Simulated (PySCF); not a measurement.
Gas-phase reaction: AlOH + C3H8O (1-propanol) → Al(CH3)3 + 2 O

Method: PySCF energies plus ideal-gas RRHO corrections (1 bar). S°(298 K) at PBE0/def2-TZVP differs from the NASA 1993 table for AlOH (+24 J/mol/K), C3H8O (1-propanol) (-22 J/mol/K); whether the harmonic model or the table's entry is off was not settled. † marks an energy on the PBE0/def2-TZVP geometry and frequencies; other levels use their own. MP2 and CCSD(T) freeze the core. Open shells (unrestricted): O (multiplicity 3, electronic degeneracy 9); the rest are closed-shell singlets. Spin-orbit splitting is ignored; it lowers the true energy and changes the entropy of O. B3LYP is the form with VWN-RPA correlation. No R ln 2 is added for the mirror-image form of C3H8O (1-propanol). Methyl groups turn as free rotors in Al(CH3)3. MP2 isn't extrapolated to the basis-set limit; its ΔH°(298 K) is 846.0 kJ in def2-SVP and 891.8 kJ in def2-TZVPP. CCSD(T) isn't extrapolated to the basis-set limit. The harmonic model lacks anharmonicity and excited electronic states, which grow with temperature; levels with a mode under 35 cm⁻¹ are left out. Internal rotation in C3H8O (1-propanol) is treated as a harmonic vibration of one conformer, which makes the entropy rough. Soft modes under 120 cm⁻¹ make the harmonic entropy rough for AlOH.

| level | ΔE electronic, kJ | ΔH°(298 K), kJ | ΔS°(298 K), J/K | ΔG°(1800 K), kJ |
|---|---|---|---|---|
| B3LYP/def2-TZVP† | 880 | 845 | 130 | 592 |
| CCSD(T)/def2-SVP† | 835 | 801 | 130 | 547 |
| MP2/def2-SVP† | 880 | 846 | 130 | 592 |
| MP2/def2-TZVPP† | 926 | 892 | 130 | 638 |
| PBE/def2-SVP | 959 | 926 | 147 | 641 |
| PBE/def2-TZVP† | 943 | 909 | 130 | 655 |
| PBE0/def2-QZVP† | 884 | 849 | 130 | 596 |
| PBE0/def2-SVP† | 884 | 850 | 130 | 596 |
| r2SCAN/def2-TZVP† | 871 | 837 | 130 | 583 |
| ωB97X-V/def2-TZVP† | 883 | 849 | 130 | 595 |
ΔH° is lowest at CCSD(T)/def2-SVP† and highest at PBE/def2-SVP. No reference value is set beside these.
